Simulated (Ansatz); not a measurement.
Ansatz (a first-principles code) input:

Ansatz 0.2 input:
```yaml
crystal:
  periodic: [false, false, false]
  atoms:
    - {symbol: C, position_ang: [-0.01425270, 0.12435824, 1.95470681]}
    - {symbol: C, position_ang: [-0.00757315, -0.19118066, 0.64278123]}
    - {symbol: C, position_ang: [-0.00245344, -0.56690684, -0.56877122]}
    - {symbol: C, position_ang: [0.01816492, 0.29533709, -1.79293461]}
    - {symbol: H, position_ang: [-0.94020781, 0.24704578, 2.51109267]}
    - {symbol: H, position_ang: [0.90535390, 0.22409239, 2.52600983]}
    - {symbol: H, position_ang: [0.03014765, 1.38655717, -1.59635947]}
    - {symbol: H, position_ang: [0.89256220, 0.07548540, -2.42067109]}
    - {symbol: H, position_ang: [-0.85116970, 0.09717232, -2.43476519]}
basis:
  gaussian:
    orbitals: def2-TZVP
hamiltonian:
  xc: b3lyp
  dispersion: d3bj
total_charge: -1
phonons: {temperatures: {t_min: 298.15, t_max: 298.15, t_step: 100}}
```

**Question.** Predict the final energy.

**Answer.** -155.41978 Eh (B3LYP-D3(BJ)/def2-TZVP). The basis has 154 functions. The run takes roughly 100 core-seconds.

It need not be the lowest isomer of its formula. Whether it binds its extra electron was not tested at this geometry.
